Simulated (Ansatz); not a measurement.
# BH3Cl− (SMILES [H][B-]([H])([H])Cl): levels of theory compared

Aim: a comparison of 6 runs (UHF/STO-3G, BLYP/STO-3G, HSE06/STO-3G, UB3LYP/STO-3G, UPBE0/STO-3G, CCSD/STO-3G) of BH3Cl−. 

The results are computed with Ansatz 0.2.0.

6 further runs of the same task are left out: 6 that didn't finish.

### 1 Starting point

BH3Cl− has 5 atoms, charge -1, and is taken as a singlet. SMILES: `[H][B-]([H])([H])Cl`. The H3–B1 distance was set to 1.811 Å, away from the relaxed value. At this shape a bond of the SMILES string is far longer than usual.

Bond lengths: B1–Cl2 1.875 Å, B1–H4 1.208 Å, B1–H5 1.207 Å. Angles: Cl2–B1–H4 106.7°, Cl2–B1–H5 106.7°, H4–B1–H5 112.1°.

### 2 The energy at UHF/STO-3G (run 1)

Contents of run.yaml:

```yaml
crystal:
  periodic: [false, false, false]
  atoms:
    - symbol: B
      position_ang: [-0.578058, -0.003245, 0.010601]
    - symbol: Cl
      position_ang: [-0.563178, -0.026015, 1.884941]
    - symbol: H
      position_ang: [1.152300, 0.011380, -0.522240]
    - symbol: H
      position_ang: [-1.163418, 1.000825, -0.319389]
    - symbol: H
      position_ang: [-1.154758, -1.002455, -0.343469]
basis:
  gaussian: {orbitals: STO-3G}
total_charge: -1
magnetization: {spin_polarized: true}
hamiltonian: {xc: hf}
accuracy: high
```

On the command line:

```console
$ ansatz run run.yaml --threads 1 --pin off --max-ram 2610MiB --events-out events.jsonl --progress --plain --runs-dir runs
```

What it wrote:

```text
Warning: RAYON_NUM_THREADS=1 ignored (pool sized by the plan → 1); use --threads N
Functional definition: HF
  name "HF"
  exchange = exact_x
  correlation = 0
281 factors; integrals over basis functions are off by at most 3.5e-8 eV
mean field evaluation 1: about -13074.3984 eV, gradient 1.3e1 eV
mean field evaluation 2: about -13074.4455 eV, gradient 1.2e1 eV
mean field evaluation 4: about -13076.2157 eV, gradient 8.1e-1 eV
mean field evaluation 8: about -13076.2195 eV, gradient 1.2e-4 eV
mean field evaluation 16: about -13075.9951 eV, gradient 1.8e0 eV
mean field -13076.21950340 eV, -480.5422033702 hartree, gradient 9.9e-9 eV, S^2 0.000000; 0 other end points of the search recorded, 0 dependent functions left out
reference -13076.21950340 eV, -480.5422033702 hartree; 13, 13 occupied and 4, 4 virtual orbitals, 281 factors
Total energy: -13076.21950340 eV, -480.5422033702 hartree
```

Run time: 0.33 s. Hardware: 1 thread of Intel Xeon Platinum 8259CL at 2.50GHz (Skylake/Cascade Lake), shared host.

### 3 A single-point energy at BLYP/STO-3G (run 2)

Contents of in.yaml:

```yaml
crystal:
  periodic: [false, false, false]
  atoms:
    - {symbol: B, position_ang: [-0.578058, -0.003245, 0.010601]}
    - {symbol: Cl, position_ang: [-0.563178, -0.026015, 1.884941]}
    - {symbol: H, position_ang: [1.152300, 0.011380, -0.522240]}
    - {symbol: H, position_ang: [-1.163418, 1.000825, -0.319389]}
    - {symbol: H, position_ang: [-1.154758, -1.002455, -0.343469]}
basis:
  gaussian:
    orbitals: STO-3G
total_charge: -1
hamiltonian:
  xc: {name: BLYP}
accuracy: high
```

On the command line:

```console
$ ansatz run in.yaml --threads 1 --pin off --max-ram 2610MiB --events-out events.jsonl --progress --plain --runs-dir runs
```

What it wrote:

```text
Warning: RAYON_NUM_THREADS=1 ignored (pool sized by the plan → 1); use --threads N
Functional definition: BLYP
  name "BLYP"
  parameter beta = 0.0042
  parameter a = 0.04918
  parameter b = 0.132
  parameter c = 0.2533
  parameter d = 0.349
  exchange = b88_x(beta = beta)
  correlation = lyp_c(a = a, b = b, c = c, d = d)
281 factors; integrals over basis functions are off by at most 3.5e-8 eV
mean field evaluation 1: about -13096.3976 eV, gradient 1.9e1 eV
mean field evaluation 2: about -13092.2455 eV, gradient 3.6e1 eV
mean field evaluation 4: about -13098.1858 eV, gradient 1.9e-1 eV
mean field evaluation 8: about -13098.1099 eV, gradient 7.8e-4 eV
mean field -13098.10992368 eV, -481.3466614774 hartree, gradient 5.9e-8 eV, S^2 0.000000; 0 other end points of the search recorded, 0 dependent functions left out
reference -13098.10995851 eV, -481.3466627575 hartree; 13, 13 occupied and 4, 4 virtual orbitals, 281 factors
Total energy: -13098.10995851 eV, -481.3466627575 hartree
```

It took 1.1 s on 1 thread of Intel Xeon Platinum 8259CL at 2.50GHz (Skylake/Cascade Lake), shared host; peak memory 0.11 GiB.

Runs 3 to 4 aren't shown in full; the table further down has their settings and results.

### 4 The energy at UPBE0/STO-3G (run 5)

Contents of run.yaml:

```yaml
basis:
  gaussian: {orbitals: STO-3G}
crystal:
  periodic: [false, false, false]
  atoms:
    - {symbol: B, position_ang: [-0.578058, -0.003245, 0.010601]}
    - {symbol: Cl, position_ang: [-0.563178, -0.026015, 1.884941]}
    - {symbol: H, position_ang: [1.152300, 0.011380, -0.522240]}
    - {symbol: H, position_ang: [-1.163418, 1.000825, -0.319389]}
    - {symbol: H, position_ang: [-1.154758, -1.002455, -0.343469]}
total_charge: -1
magnetization: {spin_polarized: true}
hamiltonian: {xc: {name: PBE0}}
accuracy: high
```

On the command line:

```console
$ ansatz run run.yaml --threads 1 --pin off --max-ram 2610MiB --events-out events.jsonl --progress --plain --runs-dir runs
```

What it wrote:

```text
Warning: RAYON_NUM_THREADS=1 ignored (pool sized by the plan → 1); use --threads N
Functional definition: PBE0
  name "PBE0"
  parameter a = 0.25
  parameter kappa = 0.804
  parameter beta = 0.06672455060314922
  exchange = (1 - a)*pbe_x(kappa = kappa, mu = beta*pi^2/3) + a*exact_x
  correlation = pbe_c(beta = beta)
281 factors; integrals over basis functions are off by at most 3.5e-8 eV
mean field evaluation 1: about -13093.9488 eV, gradient 1.2e1 eV
mean field evaluation 2: about -13093.3379 eV, gradient 1.6e1 eV
mean field evaluation 4: about -13095.4932 eV, gradient 2.6e-1 eV
mean field evaluation 8: about -13095.4465 eV, gradient 1.7e-3 eV
mean field -13095.44648713 eV, -481.2487819896 hartree, gradient 1.6e-8 eV, S^2 0.000000; 0 other end points of the search recorded, 0 dependent functions left out
reference -13095.44648837 eV, -481.2487820353 hartree; 13, 13 occupied and 4, 4 virtual orbitals, 281 factors
Total energy: -13095.44648837 eV, -481.2487820353 hartree
```

It took 2.2 s on 1 thread of Intel Xeon Platinum 8259CL at 2.50GHz (Skylake/Cascade Lake), shared host; peak memory 0.14 GiB.

### 5 The energy at CCSD/STO-3G (run 6)

Contents of molecule.yaml:

```yaml
crystal:
  periodic: [false, false, false]
  atoms:
    - symbol: B
      position_ang: [-0.578058, -0.003245, 0.010601]
    - symbol: Cl
      position_ang: [-0.563178, -0.026015, 1.884941]
    - symbol: H
      position_ang: [1.152300, 0.011380, -0.522240]
    - symbol: H
      position_ang: [-1.163418, 1.000825, -0.319389]
    - symbol: H
      position_ang: [-1.154758, -1.002455, -0.343469]
basis:
  gaussian:
    orbitals: STO-3G
total_charge: -1
correlation:
  method: ccsd
  frozen_orbitals: {B: 1, Cl: 5, H: 0}
accuracy: high
scf:
  omitted_lower_state_checks: [cluster_reference, increment]
```

On the command line:

```console
$ ansatz run molecule.yaml --threads 1 --pin off --max-ram 2610MiB --events-out events.jsonl --progress --plain --runs-dir runs
```

What it wrote, cut to the lines that bear on the results:

```text
Warning: RAYON_NUM_THREADS=1 ignored (pool sized by the plan → 1); use --threads N
[... 2 set-up lines as earlier in the session ...]
[...]
281 factors; integrals over basis functions are off by at most 3.5e-8 eV
[...]
mean field -13076.21950340 eV, -480.5422033702 hartree, gradient 1.5e-8 eV, S^2 0.000000; 0 other end points of the search recorded, 0 dependent functions left out
6 core orbitals not correlated: weight in the atoms' cores, before any rotation towards them, 1.000 or more for the frozen orbitals, at most 0.000 for the correlated occupied ones
reference -13076.21950340 eV, -480.5422033702 hartree; 7, 7 occupied and 4, 4 virtual orbitals, 281 factors
second order -1.64184615 eV of doubles, -0.00000000 eV of singles
cycle   1  -2.08592205 eV  change   -4.4e-1 eV  update   6.9e-2
[...]
cycle  18  -2.39263971 eV  change   5.9e-10 eV  update  5.1e-10
Total energy: -13078.61214312 eV, -480.6301312579 hartree
Checks for a lower state left out: cluster_reference, increment
```

Run time: 0.28 s. Hardware: 1 thread of Intel Xeon Platinum 8259CL at 2.50GHz (Skylake/Cascade Lake), shared host.

### 6 The series

| run | level | frozen core orbitals | energy (Eh) | wall time |
| --- | --- | --- | --- | --- |
| 1 | UHF/STO-3G | – | -480.542203 | 0.33 s |
| 2 | BLYP/STO-3G | – | -481.346663 | 1.1 s |
| 3 | HSE06/STO-3G | – | -481.238439 | 2 s |
| 4 | UB3LYP/STO-3G | – | -481.430215 | 2.7 s |
| 5 | UPBE0/STO-3G | – | -481.248782 | 2.2 s |
| 6 | CCSD/STO-3G | 6 | -480.630131 | 0.28 s |

### 7 Outcome

| quantity | value |
| --- | --- |
| run 6: total energy | -480.63013 Eh |
| run 6: correlation energy (6 core orbitals frozen) | -87.9 mEh |
| run 6: T1 diagnostic | 0.012 |

What this shows: Totals of different functionals can't be ranked against each other. In runs 1, 2, 3, 4, 5, 6 the basis is minimal, so the values are rough. All runs together took 8.6 s, the longest 2.7 s.
